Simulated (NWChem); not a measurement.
**One shape, several levels: BH3O2 (SMILES OBO)**

Aim: a comparison of 6 runs (HF/STO-3G, B3LYP/6-31G*, B3LYP/def2-TZVP, PBE/def2-TZVP, PBE0/def2-TZVP, SVWN5/def2-TZVP) of BH3O2. 

Program for the calculation: NWChem 7.3.0.

34 further runs of the same task are left out: 34 set aside as unsound or not needed.

## (1) Starting point

BH3O2 has 6 atoms, charge 0, and is taken as a singlet. As SMILES, `OBO`. One bond was lengthened or shortened from a relaxed shape.

Bond lengths: O1–B2 1.763 Å, B2–O3 1.356 Å, O1–H4 0.958 Å, B2–H5 1.204 Å, O3–H6 0.958 Å. Angles: O1–B2–O3 116.8°, O1–B2–H5 121.6°, O3–B2–H5 121.6°, B2–O1–H4 112.7°, B2–O3–H6 112.7°.

## (2) A single-point energy at HF/STO-3G (run 1)

bh3o2.xyz

```xyz
6
BH3O2
O     -1.543939    -0.690293    -0.305474
B      0.049500     0.028100    -0.072900
O      0.580600    -0.053800     1.172500
H     -1.862439    -0.599293    -1.204274
H      0.637800     0.565600    -0.976100
H      1.445200     0.354100     1.232800
```

bh3o2.nw

```
start bh3o2
title "BH3O2"
memory total 2200 mb
geometry units angstrom noautosym nocenter noautoz
  load bh3o2.xyz
end
basis spherical bse
  O library STO-3G
  B library STO-3G
  H library STO-3G
end
scf
  thresh 1e-08
  maxiter 80
end
task scf energy
```

The run is started by

```
$ nwchem bh3o2.nw > bh3o2.out
```

What it wrote:

```text
[...]
  functions       =    18
[...]
  wavefunction    = RHF
[...]
         Total SCF energy =   -173.793086317622
      One-electron energy =   -360.645833792273
      Two-electron energy =    126.501779525503
 Nuclear repulsion energy =     60.350967949147
        Time for solution =      0.8s
[...]
```

Run time: 1.6 s. Hardware: 1 thread of Intel Xeon Platinum 8259CL at 2.50GHz (Skylake/Cascade Lake), shared host; peak memory 0.099 GiB.

## (3) A single-point energy at B3LYP/6-31G(d) (spherical functions) (run 2)

run.nw

```
START run
memory 2200 mb
charge 0
GEOMETRY units atomic noautosym nocenter noautoz
 O     -2.91762186    -1.30446472    -0.57726220
 B      0.09354144     0.05310130    -0.13776103
 O      1.09717499    -0.10166727     2.21570388
 H     -3.51949963    -1.13249964    -2.27574804
 H      1.20526732     1.06882910    -1.84456167
 H      2.73103220     0.66915202     2.32965437
END
BASIS spherical bse
 * library 6-31G*
END
DFT
 xc b3lyp
 mult 1
 grid xfine
 convergence energy 1e-08
 iterations 100
 mulliken
END
TASK dft energy
```

The run is started by

```
$ nwchem run.nw > run.out
```

What it wrote:

```text
[...]
          Wavefunction type:  closed shell.
          No. of atoms     :     6
          No. of electrons :    24
[...]
          Charge           :     0
          Spin multiplicity:     1
[...]
          AO basis - number of functions:    48
[...]
              XC Information
              --------------
                         B3LYP Method XC Potential
                     Hartree-Fock (Exact) Exchange  0.200
                        Slater Exchange Functional  0.800 local
                    Becke 1988 Exchange Functional  0.720 non-local
              Lee-Yang-Parr Correlation Functional  0.810
                  VWN I RPA Correlation Functional  0.190 local
[...]
 d= 0,ls=0.0,diis     1   -177.0060139895 -2.37D+02  3.58D-02  9.04D-01     2.1
[...]
 d= 0,ls=0.0,diis    10   -177.1257024595 -1.84D-09  3.76D-07  2.02D-10    14.2
         Total DFT energy =     -177.125702459484
      One electron energy =     -362.042096399736
           Coulomb energy =      146.889772474146
    Exchange-Corr. energy =      -22.324342158217
 Nuclear repulsion energy =       60.350963624323
[...]
      Total Density - Mulliken Population Analysis
     ---------------------------------------------
    Atom       Charge   Shell Charges
 -----------   ------   -------------------------------------------------------
    1 O    8     8.71   2.00  0.91  2.84  1.00  1.94  0.02
    2 B    5     4.56   2.00  0.53  1.26  0.35  0.34  0.09
    3 O    8     8.51   2.00  0.91  2.95  0.90  1.73  0.02
    4 H    1     0.60   0.48  0.12
    5 H    1     1.04   0.52  0.52
    6 H    1     0.57   0.47  0.10
[...]
```

Wall time 15 s (1 thread of Intel Xeon Platinum 8259CL at 2.50GHz (Skylake/Cascade Lake), shared host); peak memory 0.13 GiB.

Run 3 isn't shown in full; the table further down has it.

## (4) A single-point energy at PBE/def2-TZVP (run 4)

job.xyz

```xyz
6
BH3O2 energy
O     -1.543939    -0.690293    -0.305474
B      0.049500     0.028100    -0.072900
O      0.580600    -0.053800     1.172500
H     -1.862439    -0.599293    -1.204274
H      0.637800     0.565600    -0.976100
H      1.445200     0.354100     1.232800
```

run.py

```python
from ase.io import read
from ase.calculators.nwchem import NWChem

system = read('job.xyz')

calc = NWChem(
    label='job',
    theory='dft',
    memory='2200 mb',
    basis='def2-TZVP',
    basispar='spherical bse',
    dft={'xc': 'xpbe96 cpbe96', 'mult': '1', 'grid': 'fine', 'convergence': 'energy 1e-08', 'iterations': '100', 'mulliken': None},
    task='energy',
)
system.calc = calc

e = system.get_potential_energy()
print(f"E = {e:.6f} eV")
print("dipole (e A):", system.get_dipole_moment().round(4))
```

The run is started by

```
$ export ASE_NWCHEM_COMMAND="nwchem PREFIX.nwi > PREFIX.nwo"
$ python run.py
```

What it wrote:

```text
E = -4816.872545 eV
dipole (e A): [ 0.5333  0.3222 -0.2194]
```

The calculator wrote job.nwi:

```
title "job"

permanent_dir job

scratch_dir job

start job

geometry units angstrom nocenter noautosym noautoz
  O  -1.5439390000000000e+00 -6.9029300000000005e-01 -3.0547400000000002e-01
  B  4.9500000000000002e-02 2.8100000000000000e-02 -7.2900000000000006e-02
  O  5.8060000000000000e-01 -5.3800000000000001e-02 1.1725000000000001e+00
  H  -1.8624390000000000e+00 -5.9929299999999996e-01 -1.2042740000000001e+00
  H  6.3780000000000003e-01 5.6559999999999999e-01 -9.7609999999999997e-01
  H  1.4452000000000000e+00 3.5410000000000003e-01 1.2327999999999999e+00
end

memory 2200 mb

basis spherical bse noprint
   * library def2-TZVP
end

dft
  xc xpbe96 cpbe96
  mult 1
  grid fine
  convergence energy 1e-08
  iterations 100
  mulliken
end

task dft energy
```

job.nwo:

```text
Northwest Computational Chemistry Package (NWChem) 7.3.0
             --------------------------------------------------------

           Job information
           ---------------

    nwchem branch   = 7.3.0
    use scalapack   = T
    input           = job.nwi
    prefix          = job.
    data base       = job/job.db
    status          = startup
    nproc           =        1

           Memory information
           ------------------

    heap     =     72089596 doubles =      550.0 Mbytes
    stack    =     72089601 doubles =      550.0 Mbytes
    global   =    144179200 doubles =     1100.0 Mbytes (distinct from heap & stack)
    total    =    288358397 doubles =     2200.0 Mbytes
    verify   = yes
    hardfail = no

[... 96 lines left out ...]
  convergence criterion.
[... 18 lines left out ...]
          Convergence on density requested:  1.00D-05
[... 22 lines left out ...]
          Convergence Information
[... 59 lines left out ...]
   convergence    iter        energy       DeltaE   RMS-Dens  Diis-err    time
[... 16 lines left out ...]
           Coulomb energy =      146.601397936245
[... 7 lines left out ...]
                       DFT Final Molecular Orbital Analysis
[... 808 lines left out ...]
 center of mass
 --------------
 x =  -0.60118270 y =  -0.46273184 z =   0.49726443

 moments of inertia (a.u.)
 ------------------
         107.256244784888         -53.500319301947         -91.683173269694
         -53.500319301947         247.140726134976         -21.132233150731
         -91.683173269694         -21.132233150731         180.793592213552

     Multipole analysis of the density
     ---------------------------------

     L   x y z        total         alpha         beta         nuclear
     -   - - -        -----         -----         ----         -------
     0   0 0 0      0.000000    -12.000000    -12.000000     24.000000

     1   1 0 0      1.007711      7.343389      7.343389    -13.679067
[... 8 lines of this table left out ...]
     2   0 0 2    -12.715769    -34.379990    -34.379990     56.044211

 Task  times  cpu:       29.2s     wall:       29.2s
 Total times  cpu:       29.3s     wall:       29.3s
```

Run time: 31 s. Hardware: 1 thread of Intel Xeon Platinum 8259CL at 2.50GHz (Skylake/Cascade Lake), shared host; peak memory 0.12 GiB.

Run 5 isn't shown in full; the table further down has it.

## (5) A single-point energy at SVWN5/def2-TZVP (run 6)

nw.nw

```
start nw
memory total 2200 mb
charge 0
geometry noautosym nocenter noautoz
O     -1.543939    -0.690293    -0.305474
B      0.049500     0.028100    -0.072900
O      0.580600    -0.053800     1.172500
H     -1.862439    -0.599293    -1.204274
H      0.637800     0.565600    -0.976100
H      1.445200     0.354100     1.232800
end
basis spherical bse
* library def2-TZVP
end
dft
xc slater vwn_5
grid fine
convergence energy 1e-08
maxiter 100
mulliken
print medium
end
task dft energy
```

The run is started by

```
$ nwchem nw.nw > nw.out
```

What it wrote:

```text
[...]
          Wavefunction type:  closed shell.
          No. of atoms     :     6
          No. of electrons :    24
[...]
          Charge           :     0
          Spin multiplicity:     1
[...]
          AO basis - number of functions:   111
[...]
              XC Information
              --------------
                        Slater Exchange Functional  1.000 local
                      VWN V Correlation Functional  1.000 local
[...]
 d= 0,ls=0.0,diis     1   -175.6973131915 -2.36D+02  1.78D-02  2.05D+00     2.4
[...]
 d= 0,ls=0.0,diis    11   -175.8464994957 -3.67D-09  2.17D-07  3.56D-09    21.4
         Total DFT energy =     -175.846499495715
      One electron energy =     -361.751626655683
           Coulomb energy =      146.379780358284
    Exchange-Corr. energy =      -20.825621147463
 Nuclear repulsion energy =       60.350967949147
[...]
      Total Density - Mulliken Population Analysis
     ---------------------------------------------
    Atom       Charge   Shell Charges
 -----------   ------   -------------------------------------------------------
    1 O    8     8.55   0.78  1.19  0.60  0.90  0.36  1.88  1.79  1.05  0.00  0.01  0.00
    2 B    5     4.85   0.90  1.07  0.50  0.49  0.06  0.93  0.57  0.12  0.06  0.14  0.03
    3 O    8     8.28   0.78  1.19  0.59  0.87  0.29  1.94  1.80  0.79  0.00  0.02  0.00
    4 H    1     0.69   0.25  0.34  0.04  0.05
    5 H    1     0.97   0.25  0.48  0.24  0.01
    6 H    1     0.65   0.25  0.33  0.03  0.05
[...]
```

Run time: 23 s. Hardware: 1 thread of Intel Xeon Platinum 8259CL at 2.50GHz (Skylake/Cascade Lake), shared host; peak memory 0.12 GiB.

## (6) All runs side by side

| run | level | iteration cap | module | energy (Eh) | dipole moment (D) | HOMO energy (eV) | LUMO energy (eV) | wall time |
| --- | --- | --- | --- | --- | --- | --- | --- | --- |
| 1 | HF/STO-3G | 80 | scf | -173.793086 | 2.83 | -9.06 | 8.15 | 1.6 s |
| 2 | B3LYP/6-31G* (spherical functions) | 100 | dft | -177.125702 | 3.25 | -7.36 | 0.05 | 15 s |
| 3 | B3LYP/def2-TZVP | 100 | dft | -177.226478 | 3.42 | -7.96 | -0.59 | 30 s |
| 4 | PBE/def2-TZVP | 100 | dft | -177.016802 | 3.17 | -6.58 | -1.30 | 31 s |
| 5 | PBE0/def2-TZVP | 100 | dft | -177.015728 | 3.42 | -8.22 | -0.32 | 27 s |
| 6 | SVWN5/def2-TZVP | 100 | dft | -175.846499 | 3.27 | -6.79 | -1.57 | 23 s |

## (7) Results

```
            quantity          value
 run 6: total energy  -175.84650 Eh
run 6: dipole moment         3.27 D
  run 6: HOMO energy       -6.79 eV
  run 6: LUMO energy       -1.57 eV
run 6: HOMO–LUMO gap        5.21 eV
```

In words: The dipole moment (its size) runs from 2.83 D (HF/STO-3G) to 3.42 D (PBE0/def2-TZVP). The two ends differ in method and basis. The HOMO–LUMO gap runs from 5.21 eV (SVWN5/def2-TZVP) to 17.20 eV (HF/STO-3G). Totals of different functionals can't be ranked against each other. In run 1 the basis is minimal, so the values are rough. All runs together took 2.1 min, the longest 31 s.
